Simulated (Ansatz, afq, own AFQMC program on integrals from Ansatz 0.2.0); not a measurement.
## AFQMC, coupled cluster and functionals along a coordinate of AlSF, singlet

```xyz
3

F     0.0000    0.0000   -1.7526
Al    0.0000    0.0000   -0.1218
S     0.0000    0.0000    1.8743
```

The Al2–S3 distance is changed with both sides rigid. Energies in kcal/mol count from this geometry (1.996 Å) at the same level; the start stands on RHF, each point on the determinant named.

Basis cc-pVDZ. Noble-gas cores (and the filled d shells of Ga–Kr and In–Xe) are frozen. Ansatz 0.2.0 and our own AFQMC program on the same integrals; the CISD trial comes from CCSD amplitudes, and released means the phaseless constraint is let go. ± is one standard error of the sampling.

Cautions, each for one point or more: higher spins were not checked; raised T1 diagnostic; restricted determinant unstable towards unrestricted; strong correlation; the ph-AFQMC/CISD walk drifts between its halves.

```
r(Al2–S3) / Å  det.     T1  weight    PBE  B3LYP  CCSD(T)
        1.612   RHF  0.015    0.88   89.3   86.7     92.3
        3.190  RHF‡  0.026    0.81  71.2§  67.6§     80.3
        4.351   RHF  0.014    0.76  84.8§  77.0§     94.2
```

Estimate the curve of phaseless AFQMC with a CISD trial, counted from the same start.


| r(Al2–S3) / Å | det. | T1 | weight | ph-AFQMC/CISD | released AFQMC |
| --- | --- | --- | --- | --- | --- |
| 1.612 | RHF | 0.015 | 0.88 | 93.4 ± 0.6 | 91.5 ± 1.1* |
| 3.190 | RHF‡ | 0.026 | 0.81 | 80.6 ± 0.8 | 78.7 ± 1.3* |
| 4.351 | RHF | 0.014 | 0.76 | 91.4 ± 1.3 | 93.0 ± 2.2* |

Weight is that of the determinant in the CISD state; at the start T1 is 0.018 and the weight 0.86. An asterisk marks released energies that aren't shown to be converged. A double dagger marks points where the walks on two determinants ended up to 1.5 kcal/mol apart; the lower is shown. § marks a functional whose ⟨S²⟩ is too high by over 0.1. Largest departures from phaseless AFQMC with a CISD trial: CCSD(T) 2.8 kcal/mol at 4.351 (on RHF). The walk's constraint bias lies outside its error bars, so these are departures and not errors. The functionals aren't scored here. In this small basis the wave-function levels are far from their limit, so their gap to the functionals isn't the functionals' error.

A walk keeps the symmetry of its determinant, which the program's search chose and which needn't be the lowest solution, so a lower state of the same spin and another symmetry isn't excluded.
